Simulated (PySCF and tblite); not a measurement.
Values are calculated unless marked as measured or tabulated.
System: C4H6S, numbered as in [CH2:1]=[CH:2][C:3]([CH3:4])=[S:5].

Motion: rotation about the C2–C3 bond (torsion C1–C2–C3–C4 from 0° to 180°, rising). GFN2-xTB gives an electronic barrier of 5.2 kcal/mol and a reaction energy of 0.0 kcal/mol.

What does PBE0/pcSseg-1 + D3(BJ), IEF-PCM dichloromethane give on PBE0-D3(BJ)/def2-SVP geometries?

A barrier of 6.7 kcal/mol, 1.5 above the tight-binding barrier (from unrounded values), a reaction energy of 1.4 kcal/mol and, with GFN2-xTB thermal terms, ΔG‡(298 K) = 6.3 kcal/mol and k = 2.9×10⁸ s⁻¹ (2 equivalent paths).

And the level of the geometries itself, PBE0-D3(BJ)/def2-SVP?

7.1 kcal/mol.

Programs: tblite and PySCF.
